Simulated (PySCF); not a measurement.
Consider `CNN` (CH6N2). Non-hydrogen atoms are numbered in `[CH3:1][NH:2][NH2:3]`.

Energies: ωB97X-D3(BJ)/ma-def2-TZVP (PySCF, density fitting, integration grid level 2) on PBE0-D3(BJ)/def2-SVP structures. The prefix ma- adds one diffuse s and one diffuse p function on all atoms but H. ωB97X-D3(BJ) is ωB97X-V with D3(BJ) in place of VV10. Zero-point and thermal terms (298.15 K, 1 bar) come from unscaled PBE0-D3(BJ)/def2-SVP harmonic frequencies, with soft modes damped to free rotors in the entropy.

What are the vertical and the adiabatic ionisation energy for forming the radical cation?

9.20 eV vertical and 7.47 eV adiabatic, the latter with zero-point energy.

Where does the unpaired spin of the relaxed radical cation sit?

N2 (amine nitrogen) 0.56, N3 (amine nitrogen) 0.45 (intrinsic atomic orbital populations).

What oxidation potential follows in acetonitrile (IEF-PCM), given that Fc+/Fc comes at 4.54 V absolute with this functional and basis?

In the gas phase ΔG of oxidation is 7.439 eV, and solvation is -26.0 kJ/mol for the parent and -282.1 kJ/mol for the product, so the absolute potential is 4.78 V, or 0.24 V against Fc+/Fc. Fc+/Fc in acetonitrile, 4.54 V, is ωB97X-D3(BJ)/ma-def2-TZVP on PBE0-D3(BJ)/def2-SVP structures with GFN2-xTB thermal terms. Benchmark calculations put it near 5.0 V in acetonitrile and DMSO, so it is about 0.5 V low, and the value against it can read up to that much too high. The solvent is electrostatics only, on gas-phase structures; the absolute scale refers to an electron at rest in vacuum.

How far is −ε(HOMO) from the vertical value by ΔSCF?

−ε(HOMO) = 9.11 eV, which is 0.09 eV below the ΔSCF value.
